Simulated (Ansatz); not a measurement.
Ansatz (a quantum-chemistry and plane-wave program) input (B2PLYP/def2-TZVPD):

Ansatz 0.2 input:
```yaml
crystal:
  periodic: [false, false, false]
  atoms:
    - {symbol: B, position_ang: [-0.00269306, 0.50230670, -0.01136945]}
    - {symbol: F, position_ang: [1.14286566, -0.13323795, 0.01059612]}
    - {symbol: F, position_ang: [-1.14136952, -0.14582133, -0.00427976]}
basis:
  gaussian:
    orbitals: def2-TZVPD
hamiltonian:
  xc: {name: B2PLYP}
magnetization: {spin_polarized: true, initial_magnetization: 1}
correlation: {electrons: outside_noble_gas}
```

Output:

```
Functional definition: B2PLYP
integrals: 0.08 GiB planned
755 factors; integrals over basis functions are off by at most 7.1e-4 eV
mean field: 0.45 GiB planned
mean field evaluation 1: about -6103.2390 eV, gradient 2.5e1 eV
mean field evaluation 2: about -6103.2707 eV, gradient 2.5e1 eV
mean field evaluation 4: about -6105.2465 eV, gradient 1.3e0 eV
mean field evaluation 8: about -6105.2757 eV, gradient 3.0e-2 eV
mean field evaluation 16: about -6105.2757 eV, gradient 1.2e-4 eV
mean field -6105.27569667 eV, -224.3647435481 hartree, gradient 3.6e-6 eV, S^2 0.751661; 0 other end points of the search recorded, 0 dependent functions left out
3 core orbitals not correlated
reference -6105.27583160 eV, -224.3647485067 hartree; 9, 8 occupied and 105, 106 virtual orbitals, 755 factors
second order -18.41300641 eV of doubles, -0.00000000 eV of singles
Total energy: -6110.24734333 eV, -224.5474481930 hartree
```

It need not be the lowest isomer of its formula.
